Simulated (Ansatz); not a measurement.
Input file:

```yaml
crystal:
  periodic: [false, false, false]
  atoms:
    - {symbol: Ge, position_ang: [0.000000, 0.000000, 0.000000]}
    - {symbol: As, position_ang: [0.000000, 0.000000, 2.416100]}
basis:
  gaussian: {orbitals: cc-pVDZ}
total_charge: 1
magnetization: {spin_polarized: true, initial_magnetization: 2}
correlation: {method: ccsdt_q, electrons: outside_noble_gas}
```

```sh
$ ansatz run in.yaml --threads 1 --pin off --events-out ev --progress --plain --max-ram 2393MiB
```

Q: Roughly how long does this take on 1 thread of Arm Neoverse V1, shared host, and how much host memory?

A: 55 s wall and 0.24 GiB.

```
1048 factors; integrals over basis functions are off by at most 1.3e-7 eV
mean field evaluation 1: about -117257.2128 eV, gradient 1.2e1 eV
mean field evaluation 2: about -117257.2816 eV, gradient 1.2e1 eV
mean field evaluation 4: about -117258.7955 eV, gradient 1.6e0 eV
mean field evaluation 8: about -117258.8201 eV, gradient 5.8e-1 eV
mean field evaluation 16: about -117259.9480 eV, gradient 1.4e-1 eV
mean field evaluation 32: about -117258.8235 eV, gradient 8.7e-1 eV
mean field evaluation 64: about -117258.8253 eV, gradient 1.1e-5 eV
mean field evaluation 96: about -117258.5218 eV, gradient 6.9e0 eV
mean field evaluation 128: about -117259.9513 eV, gradient 1.2e-1 eV
mean field evaluation 160: about -117259.4100 eV, gradient 3.4e0 eV
...
cycle   7  -4.17011905 eV  change    1.0e-3 eV  update   8.8e-4
cycle   8  -4.17072162 eV  change   -6.0e-4 eV  update   4.5e-4
cycle   9  -4.17095467 eV  change   -2.3e-4 eV  update   2.3e-4
cycle  10  -4.17070769 eV  change    2.5e-4 eV  update   1.2e-4
cycle  11  -4.17079575 eV  change   -8.8e-5 eV  update   6.8e-5
cycle  12  -4.17081716 eV  change   -2.1e-5 eV  update   2.8e-5
cycle  13  -4.17083637 eV  change   -1.9e-5 eV  update   1.2e-5
cycle  14  -4.17083751 eV  change   -1.1e-6 eV  update   4.9e-6
cycle  15  -4.17083230 eV  change    5.2e-6 eV  update   2.0e-6
cycle  16  -4.17083160 eV  change    6.9e-7 eV  update   7.2e-7
perturbative correction -0.01115644 eV, -0.0004099916 hartree
Total energy: -117264.13738570 eV, -4309.3775644375 hartree
```
